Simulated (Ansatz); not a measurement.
# Structure relaxation of Os3O2

Level of theory: DFT PBE, scalar-relativistic, plane waves, PAW (Ansatz 0.2.0). Cutoff 420 eV, Γ-centred k mesh, Gaussian smearing, no spin polarisation in the final step.

The start puts Os3O2 on the anti-A-type sesquioxide structure type (P-3m1, No. 164), with O in place of La, Os in place of O, at a guessed volume.

```
Os O
1.0
     3.41813    0.00000    0.00000
    -1.70906    2.96018    0.00000
     0.00000    0.00000    5.31805
Os O
3 2
Direct
  0.00000 0.00000 0.00000
  0.33333 0.66667 0.64500
  0.66667 0.33333 0.35500
  0.33333 0.66667 0.24500
  0.66667 0.33333 0.75500
```

Cell and atoms relax at zero pressure; the relaxation can't lower the symmetry of the start. After a coarse first stage the cell is made exact in the group found at 0.06 Å.

Formation energies are uncorrected and refer to the elements' standard structures at the same level (O₂ as a molecule).

**Question.** What does it relax into?

**Answer.** It keeps P-3m1 (No. 164), but not the shape of the type it started on. Conventional cell: a = 4.044 Å, c = 7.751 Å. Os on Wyckoff site a (1 atom of the primitive cell) has 6 Os at 2.52 Å; Os on Wyckoff site d (2 atoms of the primitive cell) is coordinated by 1 O at 1.69 Å; O is coordinated by 1 Os at 1.69 Å.

```xyz
5
Lattice="4.0445 0.0000 0.0000 -2.0222 3.5026 0.0000 0.0000 0.0000 7.7513" Properties=species:S:1:pos:R:3 pbc="T T T"
Os    0.0000    0.0000    0.0000
Os    0.0000    2.3351    6.8031
Os    2.0222    1.1675    0.9482
O     0.0000    2.3351    5.1132
O     2.0222    1.1675    2.6381
```

**Question.** What are its volume, energy, density and gap?

**Answer.** The volume per atom is 22.0 Å³ and the density is 9.1 g/cm³. The energy over the elements is 0.05 eV/atom and the gap on the 12×12×6 mesh is 0 eV (a metal).

The final run used a 12×12×6 mesh on its 5-atom cell and 0.10 eV smearing. For metals, differences of a few meV/atom aren't resolved. No dispersion correction is applied, so the spacing between layers, chains or molecules is poorly fixed, and with it the volume and density. Spin–orbit coupling is left out. A structure relaxed within its symmetry needn't be a true minimum.

Cost: 3 runs of about 5.5 core-minutes in all, on Arm Neoverse V1 (shared hosts).